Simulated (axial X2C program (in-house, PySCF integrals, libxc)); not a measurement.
# OF⁺: cheaper levels and CCSD(T), 2c

Calculated with an in-house relativistic program for diatomic molecules. Two-component (2c) means X2C with spin–orbit coupling and atomic mean-field two-electron Coulomb and Gaunt terms. Basis: F dyall-av3z [7s6p3d2f], O dyall-av3z [7s6p3d2f] (cores contracted in-house); Gaussian nuclei, density fitting, unrestricted open shells. Masses: F 18.998 u, O 15.995 u.

State: Ω = 1 (⟨Sz⟩ = 1.00, ⟨Lz⟩ = 0.00 at HF); fragments F + O+.

```csv
level,Re (Å),ωe (cm⁻¹),De (eV)
PBE0,1.214,1470.4,3.59
MP2,1.199,1694.1,2.81
CCSD,1.225,1391.2,2.56
TPSS,1.248,1325.4,4.14
```

Correlated methods: 12 electrons correlated (number of frozen shells: F 1 s; O 1 s), 196 virtual spin orbitals or spinors in MP2, 90 natural virtuals in coupled cluster.

CCSD(T), same Hamiltonian and basis:

Re = 1.232 Å, ωe = 1395.3 cm⁻¹, De = 2.85 eV; T1 = 0.041 (Lee–Taylor normalisation).

Question: Give the differences from CCSD(T) in the columns below.

Answer: 

```tsv
level	ΔRe (Å)	Δωe (cm⁻¹)	ΔDe (eV)
PBE0	-0.018	75	0.74
MP2	-0.033	299	-0.04
CCSD	-0.007	-4	-0.29
TPSS	0.016	-70	1.29
```

One determinant describes the state; a PBE0 search over occupations chose it and may have missed a lower one. De is counted from the lowest determinant-based energies of the atoms at the same level, without counterpoise correction. Density functionals use the spin component along the axis (collinear). Coupled cluster ran in a truncated set of natural virtual spinors; the MP2 energy of the rest was added. (T) has no such correction and the atoms are truncated less, which lowers De at CCSD(T) by a hundredth of an eV or more. In 2c an atomic determinant is not the ground J level, so De misses part of the atomic spin–orbit lowering. This holds for PBE0, TPSS. The functionals have no current-density term, which raises determinants with orbital currents, atoms included. With several unpaired electrons one determinant need not be a pure state. Open-shell Ω = 0 determinants with evenly filled partner blocks cannot be reached by this program, so the Ω shown need not be the lowest component. This is the Ω = 1 component of a π² triplet; the 0⁺ component is not one determinant and can lie lowest. The determinant is spin-polarised beyond a pure state at some levels (its spin-free form has ⟨S²⟩ too high), which makes Re and μ there less reliable. The T1 diagnostic is large, a sign of multireference character. The levels of this run spread widely (ωe from 1325 to 1694 cm⁻¹), so these constants depend on the method.
